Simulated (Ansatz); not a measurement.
Two isomers of C3H5NO: A = `NC1(O)C=C1`, B = `NC1=C(O)C1`.

Isolated molecules relaxed with PBE0-D4/def2-TZVP in Ansatz; ΔE leaves out vibrations. CCSD(T)/CBS adds triple-zeta CCSD(T) − MP2 to the extrapolated MP2 energy (def2 sets, frozen cores). Functionals use def2-TZVPP. B3LYP here is the variant with VWN-RPA as its local correlation; programs differ in this. One conformer a species, not always the lowest.

Question: Which isomer does CCSD(T)/CBS put lower? Give the gap. (Estimate.)

Answer: The calculation gave: A, by 5.9 kcal/mol.

Question: Give E(B) − E(A) in kcal/mol with LDA (SPW92), PBE-D4, CCSD(T)/def2-TZVPP, CCSD/def2-TZVPP, CCSD(T)/def2-SVP, PBE0-D4, B3LYP-D4. (Best estimate.)

Answer: Computed: LDA (SPW92) 0.5, PBE-D4 0.4, CCSD(T)/def2-TZVPP 5.1, CCSD/def2-TZVPP 5.3, CCSD(T)/def2-SVP 4.0, PBE0-D4 1.7, B3LYP-D4 2.3. None reverses the order clearly.

Question: Does the order hold for the free energy at 298.15 K (harmonic terms from PBE0-D4)? (Best estimate.)

Answer: Computed: Yes: G(B) − G(A) = +5.8 kcal/mol, for one conformer each.

Largest T1 diagnostic: 0.011.

At CCSD(T), def2-SVP lies −1.9 kcal/mol from the extrapolated value and def2-TZVPP −0.8 kcal/mol. Leaving LDA and LC-ωPBE aside and taking each functional with its dispersion term where it has one, the values, not all of them listed here, spread over 4.4 kcal/mol, from PBE-D4 to ωB97M-V.
